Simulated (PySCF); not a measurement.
## Which method gave which barrier?

Saddle point of SiH$_{5}$F, singlet (SiH₄ + HF → SiH₃F ([F][SiH3]) + H₂; bonds formed: Si1–F7, H2–H6; bonds broken: Si1–H2, H6–F7), PBE0-D4/def2-TZVP structure:

| atom | x (Å) | y (Å) | z (Å) |
| --- | --- | --- | --- |
| Si1 | -0.3267 | 0.3229 | -0.0612 |
| H2 | 0.5952 | -0.8895 | -0.8063 |
| H3 | -0.9008 | 0.4751 | -1.4359 |
| H4 | -1.4785 | -0.0898 | 0.7660 |
| H5 | 0.3206 | 1.6237 | 0.2043 |
| H6 | 0.9287 | -0.9410 | 0.1043 |
| F7 | 0.8615 | -0.5015 | 1.2288 |

Program: PySCF 2.14 with density fitting (its default auxiliary sets; JK sets also for MP2 and CCSD(T)). Basis: def2-TZVPP, with def2-QZVPP for the basis limit. Cores are frozen in the correlated methods. Extrapolation: Hartree–Fock as exp(−7.88 √X), correlation as X^−2.97. Four methods, as single points on the PBE0-D4 structures, gave these electronic barriers from the start structure: 86.4, 122.5, 158.1, 206.4 kJ/mol.

Q: The methods were, in alphabetical order, BHLYP-D4, HF, r2SCAN-D4, SPW92. Which gave which? (A judgement: the text doesn't fix the answer.)

A: The calculation gives: SPW92 86.4; r2SCAN-D4 122.5; BHLYP-D4 158.1; HF 206.4 kJ/mol. For comparison, CCSD(T) at an estimated basis limit (MP2 extrapolated from triple and quadruple zeta, plus CCSD(T) − MP2 in triple zeta) gives 148.0 kJ/mol.

No T1 diagnostic of these runs exceeds 0.014.

Labels in which every atom is bracketed show which atoms are joined, not bond orders.

For scale, one of the runs: CCSD(T)/def2-TZVPP, 143 basis functions, launched by `OMP_NUM_THREADS=4 python run.py`. The run took 88 s on 4 CPU threads of an Arm Neoverse N1 (shared host), with 0.78 GiB of host memory at its peak.
